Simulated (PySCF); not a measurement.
Species: C4H6F2.
InChI=1S/C4H6F2/c1-2-3-4(5)6/h2,4H,1,3H2

Computed with PySCF at PBE0/def2-SVPD, non-relativistic, on one gas-phase PBE0-D3(BJ)/def2-SVP geometry that isn't relaxed in the solvent. The solvent is an IEF-PCM continuum (Bondi radii, 1.10 Å for H, scaled by 1.2), and excitations are vertical TDDFT with non-equilibrium linear response and a frozen core. Only the electrostatic response of the medium enters.

Gas-phase singlets (H = HOMO, L = LUMO):

```tsv
state	E (eV)	λ (nm)	f	leading configurations
S1	7.397	168	0.360	H→L 84%, H→L+1 10%
S2	7.555	164	0.083	H→L+1 83%, H→L 9%
S3	8.039	154	0.003	H-2→L 52%, H→L+3 31%
S4	8.122	153	0.004	H→L+3 48%, H-2→L 25%
S5	8.285	150	0.002	H→L+2 76%, H→L+3 15%
```

How does the list change in chloroform (ε = 4.711)?

```json
{"state": "S1", "E (eV)": "7.230", "λ (nm)": "171", "f": "0.486", "leading configurations": "H→L 93%", "change by rank (eV)": "-0.167"}
{"state": "S2", "E (eV)": "7.561", "λ (nm)": "164", "f": "0.075", "leading configurations": "H→L+1 84%, H→L+2 13%", "change by rank (eV)": "+0.006"}
{"state": "S3", "E (eV)": "7.991", "λ (nm)": "155", "f": "0.001", "leading configurations": "H-2→L 64%, H-1→L 26%", "change by rank (eV)": "-0.048"}
{"state": "S4", "E (eV)": "8.153", "λ (nm)": "152", "f": "0.003", "leading configurations": "H→L+3 65%, H→L+2 21%", "change by rank (eV)": "+0.031"}
{"state": "S5", "E (eV)": "8.213", "λ (nm)": "151", "f": "0.000", "leading configurations": "H→L+2 64%, H→L+3 22%", "change by rank (eV)": "-0.072"}
```

How does the list change in dimethylsulfoxide (ε = 46.83)?

```csv
state,E (eV),λ (nm),f,leading configurations,change by rank (eV)
S1,7.223,172,0.492,H→L 93%,-0.174
S2,7.576,164,0.078,"H→L+1 79%, H→L+2 17%",+0.021
S3,7.972,156,0.001,"H-2→L 58%, H-1→L 35%",-0.067
S4,8.160,152,0.004,"H→L+2 61%, H→L+3 19%",+0.038
S5,8.196,151,0.001,"H→L+3 70%, H→L+2 18%",-0.089
```

The ground-state energy changes by -0.164 eV from gas to dimethylsulfoxide. By how much does the total energy of gas-phase S1 change?

E(S1) = E(S0) + excitation energy, so it changes by -0.164 − 0.174 = -0.338 eV: it is lowered more than the ground state, which is what a red shift means. This is the vertical state, with the slow part of the continuum still set for S0.

How do the frontier levels move from gas to dimethylsulfoxide?

```json
{"orbital": "LUMO+2", "gas (eV)": "1.40", "solvent (eV)": "1.52", "change (eV)": "+0.12"}
{"orbital": "LUMO+1", "gas (eV)": "0.87", "solvent (eV)": "1.10", "change (eV)": "+0.23"}
{"orbital": "LUMO", "gas (eV)": "-0.19", "solvent (eV)": "0.04", "change (eV)": "+0.23"}
{"orbital": "HOMO", "gas (eV)": "-7.91", "solvent (eV)": "-7.70", "change (eV)": "+0.21"}
{"orbital": "HOMO-1", "gas (eV)": "-9.87", "solvent (eV)": "-9.75", "change (eV)": "+0.12"}
{"orbital": "HOMO-2", "gas (eV)": "-10.20", "solvent (eV)": "-9.91", "change (eV)": "+0.29"}
{"orbital": "HOMO-3", "gas (eV)": "-10.96", "solvent (eV)": "-10.68", "change (eV)": "+0.28"}
```

The HOMO–LUMO gap goes from 7.72 to 7.73 eV. Rows go by rank; for LUMO+1 and LUMO+2 the atom shares or the degeneracy differ between the runs, so the row needn't follow one orbital.

Conformer computed: `[CH2:1]=[CH:2][CH2:3][CH:4]([F:5])[F:6]`: C1–C2–C3–C4 -122°, C2–C3–C4–F5 -60°.
